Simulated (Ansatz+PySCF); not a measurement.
Two shapes of singlet HNO.

Shape 1:

```xyz
3

N     0.0000    0.4274   -0.3864
H     0.0000    1.3024    0.2308
O     0.0000   -0.5368    0.3092
```

Shape 2:

```xyz
3

N     0.0000    0.4616   -0.4173
H     0.0000    1.4066    0.2492
O     0.0000   -0.5797    0.3340
```

Basis set: def2-SVP (spherical functions). Correlated methods keep 2 orbitals frozen. Charge 0, multiplicity 1.

Computed with Ansatz (development build ahead of 0.2.0); the reference of a correlated method needn't be the lowest determinant of its kind.

Which shape is lower in energy, and by how much in each method?

```json
{"method": "RHF", "E(2) − E(1) (eV)": "0.856"}
{"method": "RHF-MP2", "E(2) − E(1) (eV)": "0.264"}
{"method": "UHF-MP2", "E(2) − E(1) (eV)": "0.984"}
{"method": "RHF-CCSD(T)", "E(2) − E(1) (eV)": "0.287"}
{"method": "UHF-CCSD(T)", "E(2) − E(1) (eV)": "0.312"}
```

Shape 1 is lower. Caution for RHF, RHF-MP2, RHF-CCSD(T): an unrestricted determinant lies well below. Caution for UHF-MP2, UHF-CCSD(T): the unrestricted determinant is spin contaminated; the determinant breaks the point group; another reference gives a lower total. Caution for UHF-CCSD(T): the determinant is a saddle point; a plain start can end on a higher determinant.
